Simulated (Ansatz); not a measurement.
System: CS (charge +1, doublet). 
Structure (B3LYP-D3(BJ)/def2-TZVP (Ansatz, a quantum-chemistry and plane-wave program) minimum search):
```xyz
2

C      0.0000     0.0000    -1.0808
S      0.0000     0.0000     0.4053
```
Charge +1, spin multiplicity 2.

Basis-set convergence of Hartree-Fock and CCSD correlation energies (hartree) with Ansatz. Cores are frozen in the correlated levels unless marked. Open shells are spin-unrestricted. Spin-orbit coupling is left out. Non-relativistic.

The UHF reference is spin-contaminated (<S^2> 0.71 over the pure value in the largest basis). The T1 diagnostic of CCSD in the largest basis is 0.091, which is high, so the coupled-cluster rows are less sure than usual.

```
basis        functions       E(HF)  E(corr, CCSD)
-----------  ---------  ----------  -------------
cc-pV(D+d)Z         37  -434.96843       -0.22648
cc-pV(T+d)Z         69  -434.99266       -0.27108
cc-pV(Q+d)Z        119  -434.99891       -0.28602
cc-pV(5+d)Z        191  -435.00009       -0.29140
```

Extrapolating the two largest sets (X = 4 and 5) as X^-3: E(corr) = (125·(-0.29140) - 64·(-0.28602))/61 = -0.2970 Eh, an estimate of the basis-set limit. The largest set recovers 98.1 % of it, the smallest 76.2 %.
